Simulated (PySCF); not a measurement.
## PySCF run on PN

File input.py (PySCF 2.14):

```python
from pyscf import gto, dft

mol = gto.M(
    atom='P 0 0 0; N 0 0 1.78',
    basis='jorge-dzp',
    charge=0,
    spin=2,
    verbose=3,
)
mf = dft.UKS(mol, xc='mn15l')
mf.kernel()
mf.analyze()
print('orbital energies (hartree):', [e[max(0, n-3):n+3].round(4) for e, n in zip(mf.mo_energy, mol.nelec)])
```

```bash
$ python input.py
```

The log (some set-up lines and the per-cycle HOMO/LUMO lines with their warnings removed):

```
converged SCF energy = -395.857411976895  <S^2> = 2.0354359  2S+1 = 3.0235316
**** MO energy ****
                             alpha | beta                alpha | beta
[1 lines left out]
MO #2   energy= -14.3308444573057  | -14.3072892263837  occ= 1 | 1
MO #3   energy= -6.61796271477537  | -6.61645555645977  occ= 1 | 1
MO #4   energy= -4.74260696078148  | -4.74051821298047  occ= 1 | 1
MO #5   energy= -4.74218727789568  | -4.73557595299715  occ= 1 | 1
MO #6   energy= -4.73772564219067  | -4.73445201286728  occ= 1 | 1
MO #7   energy= -0.838239961655134 | -0.756068836660504 occ= 1 | 1
MO #8   energy= -0.524298335261051 | -0.469050873621583 occ= 1 | 1
MO #9   energy= -0.33680708213391  | -0.290508793928111 occ= 1 | 1
MO #10  energy= -0.328381217748927 | -0.269213706094142 occ= 1 | 1
MO #11  energy= -0.305562130166953 | -0.201588624467311 occ= 1 | 0
MO #12  energy= -0.19684605342483  | -0.124167378537087 occ= 1 | 0
MO #13  energy= -0.155974871499871 | -0.06223378374511  occ= 0 | 0
MO #14  energy= 0.00418845735613615 | 0.0390410744416556 occ= 0 | 0
MO #15  energy= 0.315462938905105  | 0.335817902245385  occ= 0 | 0
[24 lines left out]

To work with the spin densities directly, `use mulliken_meta_spin()` only printing them here.

 ** Mulliken spin pop alpha/beta on meta-lowdin orthogonal AOs **
 ** Mulliken Spin Density (per atom)  **
spin density of  0 P =      0.82080
spin density of  1 N =      1.17920
 ** Mulliken pop alpha/beta on meta-lowdin orthogonal AOs **
 ** Mulliken atomic charges   ( Nelec_alpha | Nelec_beta ) **
charge of  0P =      0.28693  (     7.76694      6.94614 )
charge of  1N =     -0.28693  (     4.23306      3.05386 )
Dipole moment(X, Y, Z, Debye): -0.00000, -0.00000, -1.69620
orbital energies (hartree): [array([-0.3284, -0.3056, -0.1968, -0.156 ,  0.0042,  0.3155]), array([-0.4691, -0.2905, -0.2692, -0.2016, -0.1242, -0.0622])]
```

In short: E(SCF) = -395.857412 Eh, ⟨S²⟩ = 2.035, μz(SCF) = -1.70 D.

Wall time 4.1 s on one thread of a shared host.

The bond length is a typed value, not an optimised one. No search for the lowest solution was made.
